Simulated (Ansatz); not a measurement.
## What a trial cell of HfMo relaxes into

Theory: DFT r2SCAN, scalar-relativistic, plane waves, PAW (Ansatz 0.2.0). Cutoff 500 eV, Γ-centred k mesh, Gaussian smearing, no spin polarisation in the final step.

HfMo was placed on the caesium chloride structure type (Pm-3m, No. 221), with Hf in place of Cs, Mo in place of Cl, at a guessed volume.

```yaml
crystal:
  lattice:
    - [3.34053, 0.00000, 0.00000]
    - [0.00000, 3.34053, 0.00000]
    - [0.00000, 0.00000, 3.34053]
  atoms:
    - { symbol: Hf, position: [0.00000, 0.00000, 0.00000] }
    - { symbol: Mo, position: [0.50000, 0.50000, 0.50000] }
```

Cell and atoms relax at zero pressure; the relaxation can't lower the symmetry of the start. After a coarse first stage the cell is made exact in the group found at 0.06 Å.

The zero of energy is the elements' standard structures at the same level; no fitted shifts are applied.

**Question.** Which crystal results?

**Answer.** It keeps Pm-3m (No. 221). The result has the caesium chloride structure. Conventional cell: a = 3.310 Å. Around Hf lie 8 Mo at 2.87 Å and 6 Hf at 3.31 Å; around Mo lie 8 Hf at 2.87 Å and 6 Mo at 3.31 Å.

```
Hf Mo
1.0
     3.31015    0.00000    0.00000
     0.00000    3.31015    0.00000
     0.00000    0.00000    3.31015
Hf Mo
1 1
Direct
  0.00000 0.00000 0.00000
  0.50000 0.50000 0.50000
```

**Question.** What are its volume, energy, density and gap?

**Answer.** The volume per atom is 18.13 Å³ and the density is 12.56 g/cm³. The energy over the elements is 0.06 eV/atom and the gap on the 16×16×16 mesh is 0 eV (a metal).

The final run used a 16×16×16 mesh on its 2-atom cell and 0.10 eV smearing. The k mesh leaves about 4 meV/atom of noise in metals. Spin–orbit coupling is left out. Symmetry constrained the relaxation, so the result can be a saddle point.

Cost: 3 runs of about 1.9 core-minutes in all, on Arm Neoverse V1 (shared hosts).